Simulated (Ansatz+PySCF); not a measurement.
Values are calculated unless marked as measured or tabulated.
## Several solutions for singlet C3H6

```xyz
9

C     0.8657    0.0000    0.0000
C    -0.4329    0.7497    0.0000
C    -0.4329   -0.7497    0.0000
H     1.4622    0.0000    0.9165
H     1.4622    0.0000   -0.9165
H    -0.7311    1.2663   -0.9165
H    -0.7311    1.2663    0.9165
H    -0.7311   -1.2663    0.9165
H    -0.7311   -1.2663   -0.9165
```

Basis set: def2-SVP (spherical functions). Charge 0, multiplicity 1.

CASSCF(2,2) was run from several starts with Ansatz (development build ahead of 0.2.0) and PySCF 2.14.0. The starts are those of the Hartree–Fock orbitals from which the active space was taken at the frontier.

```csv
run,program,start,converged,energy (hartree),<S²>
A,Ansatz,"atomic start, no search",yes,-116.99307,0.00
B,Ansatz,stability test followed,yes,-116.99307,0.00
C,PySCF,program defaults,yes,-116.98187,0.00
D,Ansatz,search for the lowest state,yes,-116.99307,0.00
```

Task: Which runs reached the lowest solution of this kind, and what is wrong with the others?

Result: A, B, D reached the lowest solution found. Converged but too high: C by 0.30 eV. Convergence only shows a stationary point; in CASSCF the end hangs on which orbitals enter the active space. Caution: other starts end on other solutions of this active space.
